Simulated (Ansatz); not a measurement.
**How far each method lies from UCCSDT(Q) for B–B–SH, quartet**

Geometry: displaced at random from a stationary point.

| atom | x (Å) | y (Å) | z (Å) |
| --- | --- | --- | --- |
| B | -0.0264 | 0.0092 | 2.3195 |
| B | -0.0273 | -0.0018 | 0.7866 |
| S | 0.0207 | -0.0411 | -1.0098 |
| H | -0.0821 | 1.2270 | -1.1900 |

Basis cc-pVDZ; Ansatz 0.2.0. Only valence electrons are correlated (noble-gas cores frozen), which leaves 13 electrons in 44 orbitals. Prefix R: restricted or restricted open-shell reference; prefix U: unrestricted.

Full CI isn't at hand for all of this; UCCSDT(Q) serves as the reference, and is uncertain by the last step of the cluster series or more. The frozen core follows each run's orbitals, which can shift R against U totals by a few meV.

For open shells CISD is restricted-active-space CI with the open shells as a complete middle space.

* UHF ⟨S²⟩: 3.755
* T1 diagnostic (RCCSD): 0.0226
* largest doubles amplitude (RCCSD): 0.071
* T1 diagnostic (UCCSD): 0.0214

```csv
level,E − E(RHF) (eV)
UHF,-0.0412
RMP2,-6.3422
UMP2,-6.3351
RCCSD,-7.2856
UCCSD,-7.2871
RCCSD(T),-7.5491
UCCSD(T),-7.5492
```

**Question.** Estimate how far UCCSDT(Q) in cc-pVDZ lies from RCCSD(T). The table doesn't fix it; the size of (T) and the diagnostics are the guide.

**Answer.** UCCSDT(Q) in cc-pVDZ lies 2.12 mEh below RCCSD(T), which is 22 % of the (T) step (-9.68 mEh). The diagnostics are small and the rest is a small part of (T), but (T) is large here. The miss exceeds 1 kcal/mol.

The other levels:

| level | E − E(UCCSDT(Q)) (mEh) | share of correlation (%) | wall time |
| --- | --- | --- | --- |
| CISD | 35.50 | 87.30 | 14 s |
| BCCD(T) | 2.09 | 99.25 | 2.4 s |
| RCCSDT | 0.71 | 99.75 | – |
| UCCSDT | 0.69 | 99.75 | – |
| RCCSDT(Q) | 0.06 | 99.98 | 2.2 min |

The correlation energy at UCCSDT(Q), counted from RHF, is -7.607 eV. That run took 1.9 min on 1 thread of Arm Neoverse V1, shared host.

Times hold each run's SCF and search for its determinant on a shared host, so for small cases they say little of a method's own cost; they ran on 1 thread of Arm Neoverse V1. Some runs computed forces too.
